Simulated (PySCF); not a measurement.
A structure optimised at r2SCAN-D4/def2-SVP, used in a PySCF frequency run:

```
C
F 1 1.3157
F 1 1.3157 2 113.74
C 1 1.3339 2 123.13 3 180.00
F 4 1.3157 1 123.13 2 180.00
F 4 1.3157 5 113.74 1 180.00
```

Question: Write its SMILES, formula and point group.

Answer: FC(F)=C(F)F, C2F4, D2h

Question: What are its rotational constants (standard atomic weights)?

Answer: 5.4783, 3.2255, 2.0302 GHz
